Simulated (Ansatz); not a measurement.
Compare A (`CC(C)C(F)F`) with its isomer B (`CC(F)CCF`).

Gas-phase electronic energies from Ansatz, PBE0-D4/def2-TZVP geometries. CBS: MP2 limit from def2 TZ/QZ plus the TZ coupled-cluster correction, frozen cores. Functionals use def2-TZVPP. B3LYP here is the variant with VWN-RPA as its local correlation; programs differ in this. Each species was taken in one conformer, which may not be the lowest.

(1) Which isomer does CCSD(T)/CBS put lower? Give the gap. (Estimate.)

(2) Give E(B) − E(A) in kcal/mol with r2SCAN-D4, MP2/def2-TZVPP, PBE-D4, B3LYP, CCSD(T)/def2-SVP, HF/def2-TZVPP, ωB97M-V. (Estimate.)

(3) Does the order hold for the free energy at 298.15 K (harmonic terms from PBE0-D4)? (Best estimate.)

Largest T1 diagnostic: 0.010.

Answers

(1) Ansatz gave: A, by 6.6 kcal/mol.

(2) Ansatz gave: r2SCAN-D4 7.3, MP2/def2-TZVPP 7.9, PBE-D4 6.7, B3LYP 5.3, CCSD(T)/def2-SVP 9.2, HF/def2-TZVPP 5.6, ωB97M-V 7.0. None reverses the order clearly.

(3) The calculation gave: Yes: G(B) − G(A) = +6.5 kcal/mol, for one conformer each.

Leaving LDA and LC-ωPBE aside and taking each functional with its dispersion term where it has one, the values, not all of them listed here, spread over 1.8 kcal/mol, from BLYP-D4 to PBE-QIDH. LDA lies +1.8 kcal/mol from PBE without D4. From BLYP to BHLYP (50 % exact exchange), in def2-TZVPP and without D4, E(B) − E(A) moves by +0.9 kcal/mol.
